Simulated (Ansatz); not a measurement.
All values below come from frozen-core CCSD(T)/cc-pVTZ // PBE-D3(BJ)/def2-TZVP (Ansatz, a quantum-chemistry and plane-wave program).

Ansatz 0.2 input:
```yaml
crystal:
  periodic: [false, false, false]
  atoms:
    - { symbol: F, position_ang: [1.177796, -0.60683, -0.032502] }
    - { symbol: B, position_ang: [0.000001, -0.000001, -0.000052] }
    - { symbol: F, position_ang: [-1.11426, -0.716975, 0.029576] }
    - { symbol: F, position_ang: [-0.063538, 1.323805, 0.00298] }
basis:
  gaussian: { orbitals: cc-pVTZ }
correlation:
  method: ccsd_t
```

Output:

```
Functional definition: HF
757 factors; integrals over basis functions are off by at most 1.3e-3 eV
mean field evaluation 1: about -8795.8957 eV, gradient 3.8e1 eV
mean field evaluation 2: about -8795.8977 eV, gradient 3.8e1 eV
mean field evaluation 4: about -8798.0769 eV, gradient 1.9e0 eV
mean field evaluation 8: about -8798.0864 eV, gradient 2.1e-5 eV
mean field evaluation 16: about -8798.0860 eV, gradient 3.6e-1 eV
mean field -8798.08638731 eV, -323.3237111766 hartree, gradient 1.8e-6 eV, S^2 0.000000; 0 other end points of the search recorded, 0 dependent functions left out
4 core orbitals not correlated
reference -8798.08638731 eV, -323.3237111766 hartree; 12, 12 occupied and 104, 104 virtual orbitals, 757 factors
second order -22.92392515 eV of doubles, -0.00000000 eV of singles
cycle   1  -22.43319511 eV  change    4.9e-1 eV  update   8.8e-2
cycle   2  -22.84425442 eV  change   -4.1e-1 eV  update   2.4e-2
cycle   3  -22.93522279 eV  change   -9.1e-2 eV  update   1.2e-2
cycle   4  -22.91507314 eV  change    2.0e-2 eV  update   2.4e-3
cycle   5  -22.91347520 eV  change    1.6e-3 eV  update   9.0e-4
cycle   6  -22.91410327 eV  change   -6.3e-4 eV  update   2.0e-4
cycle   7  -22.91390252 eV  change    2.0e-4 eV  update   6.0e-5
cycle   8  -22.91388308 eV  change    1.9e-5 eV  update   1.2e-5
perturbative correction -0.67223252 eV, -0.0247040894 hartree
Total energy: -8821.67250291 eV, -324.1904849377 hartree
```

Cost: roughly 15 core-seconds.
